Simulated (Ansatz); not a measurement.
# C2HAl (SMILES [C]1#[C][AlH]1): single points off equilibrium

An exercise on one series of results from a longer session: the logs are not shown, and one member is left open.

The runs use Ansatz 0.2.0, Gaussian basis; single points in def2-TZVPP.

Correlated methods freeze the cores.

### Starting geometry

SMILES `[C]1#[C][AlH]1`, 4 atoms, charge 0, spin multiplicity 1.

Atoms are counted from 1 here; the program's logs count them from 0.

Bond lengths: C1–C2 1.358 Å, C1–Al3 1.955 Å, C2–Al3 1.937 Å, Al3–H4 1.530 Å. Angles: C2–C1–Al3 68.9°, C1–C2–Al3 70.3°, C1–Al3–C2 40.8°, C1–Al3–H4 158.0°, C2–Al3–H4 160.7°.

As a file:

```xyz
4

C     1.07210   -0.47670    0.90660
C    -0.19930   -0.47790    1.38260
Al   -0.18730    0.15510   -0.44800
H    -0.66430    0.75740   -1.77140
```

Set-up of the first run:

run/in.yaml reads:

```yaml
crystal:
  periodic: [false, false, false]
  atoms:
    - {symbol: C, position_ang: [1.072100, -0.476700, 0.906600]}
    - {symbol: C, position_ang: [-0.199300, -0.477900, 1.382600]}
    - {symbol: Al, position_ang: [-0.187300, 0.155100, -0.448000]}
    - {symbol: H, position_ang: [-0.664300, 0.757400, -1.771400]}
basis:
  gaussian: {orbitals: def2-TZVPP}
correlation: {method: ccsd_t}
output: {forces: true}
```

The command line of these runs was not kept.

Steps of the session up to this table: CCSD(T)/def2-TZVPP; PBE0-D4/def2-TZVPP; wB97M-V/def2-TZVPP; r2SCAN-D4/def2-TZVPP; PBE-D4/def2-TZVPP; BLYP-D4/def2-TZVPP; revPBE-D4/def2-TZVPP.

One of the session's tables, all rows but one given; the rest of the session is left out.

| method | RMS force component (eV/Å) | angle to CCSD(T) forces (°) | dipole (D) |
| --- | --- | --- | --- |
| CCSD(T) | 1.730 | reference | 4.52 |
| PBE0-D4 | ? | ? | ? |
| wB97M-V | 2.273 | 5.3 | 4.69 |
| r2SCAN-D4 | 2.063 | 1.1 | 4.52 |
| PBE-D4 | 1.813 | 1.9 | 4.36 |
| BLYP-D4 | 1.819 | 3.1 | 4.35 |
| revPBE-D4 | 1.691 | 2.8 | 4.35 |

Q: Estimate the row for PBE0-D4 from the others.

The run gave: RMS force component (eV/Å): 2.159; angle to CCSD(T) forces (°): 1.8; dipole (D): 4.62. In the column «RMS force component (eV/Å)» it lies between r2SCAN-D4 (2.063) and wB97M-V (2.273).
